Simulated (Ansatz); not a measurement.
# SiNH3 (triplet): geometry optimisation

Where does this start of SiNH3 (triplet) end when it is relaxed?

Program: Ansatz 0.2.0, Gaussian basis. Level of theory: UKS PBE0/def2-TZVP. These are calculated values, not measurements.

## (1) The starting structure

5 atoms, charge 0, spin multiplicity 3.

Atoms are counted from 1 here; the program's logs count them from 0.

Bond lengths: Si1–N2 1.656 Å, Si1–H3 1.476 Å, Si1–H4 1.476 Å, Si1–H5 1.476 Å. Angles: N2–Si1–H3 111.1°, N2–Si1–H4 111.1°, N2–Si1–H5 111.1°, H3–Si1–H4 107.8°, H3–Si1–H5 107.8°, H4–Si1–H5 107.8°.

The start was built by rule and, where that kept it together, relaxed with GFN2-xTB. Sticks and bond lists go by distance. 

## (2) Relaxation

in.yaml reads:

```yaml
crystal:
  periodic: [false, false, false]
  atoms:
    - {symbol: Si, position_ang: [-0.478445, -0.003873, 0.000924]}
    - {symbol: N, position_ang: [1.177528, 0.009533, -0.002275]}
    - {symbol: H, position_ang: [-1.021758, 1.368491, 0.003444]}
    - {symbol: H, position_ang: [-1.002732, -0.697761, 1.193485]}
    - {symbol: H, position_ang: [-1.007358, -0.695274, -1.191072]}
basis:
  gaussian: {orbitals: def2-TZVP}
magnetization: {spin_polarized: true, initial_magnetization: 2}
hamiltonian: {xc: pbe0}
relax: {f_tol: 0.004, max_steps: 80}
```

Run with:

```console
$ ansatz run in.yaml --threads 1 --pin off --events-out ev --progress --plain --max-ram 2176MiB
```

Before running it: what results should come out? Wanted: energy gained; shift from the start; total energy; dipole moment; ⟨S²⟩.

The runs gave:

```
                  quantity          value
                     steps              6
             energy gained       0.224 eV
shift from the start (rms)        0.048 Å
              total energy  -9408.7943 eV
             dipole moment         1.68 D
                      ⟨S²⟩          2.007
```

What this shows: The bonds of the start are those of the end. Si1–N2 went from 1.656 to 1.788 Å. No vibrations were run, so this is a stationary point, not a proven minimum, and this spin need not be the ground state's.
